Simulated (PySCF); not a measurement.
**Peak assignment**

Mapped SMILES: `[CH2:1]=[P:2]([CH3:3])([CH3:4])[CH3:5]`. Hydrogens are named by the atom that carries them.

Level of theory: shieldings: GIAO PBE0/pcSseg-1, coordinates at the GFN2-xTB level, in PySCF 2.14.0 with density-fitted response routines (one averaged value for each set of equivalent atoms, relativity neglected, a single conformation, in vacuum).

Referencing at the same level of theory: TMS for $^{13}$C, $^{1}$H.

**Question.** Assign these signals to the numbered atoms. $^{13}$C{$^{1}$H} NMR (computed): δ 22.5 (CH3), -0.1 (CH2).

**Answer.** 
22.5 → C3/C4/C5, methyl carbon bonded to P
-0.1 → C1, carbon double-bonded to a heavier main-group atom

**Question.** Assign these signals to the numbered atoms. $^{1}$H NMR (400 MHz, computed): δ 1.30 (m, 9H), -0.23 (m, 2H).

**Answer.** 
| δ (ppm) | atoms | environment | reason |
| --- | --- | --- | --- |
| 1.30 | H(C3)/H(C4)/H(C5) | hydrogen on a methyl carbon bonded to P | – |
| -0.23 | H(C1) | hydrogen on a carbon double-bonded to a heavier main-group atom | – |

Splittings by $^{31}$P in the carbon and heteronuclear signals aren't shown, as no couplings were computed. Shifts are as computed. Against solution values, carbons near 30 ppm lie about +3 ppm off and those near 130 ppm about +5 ppm. Of 1211 compounds with measured shifts, 218 miss one by over three times the rms of a fit or turn the order of signals round; such compounds aren't used in these exercises. Multiplicities follow the n + 1 count of equivalent neighbours, as no J values were calculated; m marks all less simple cases, F and P coupling included.
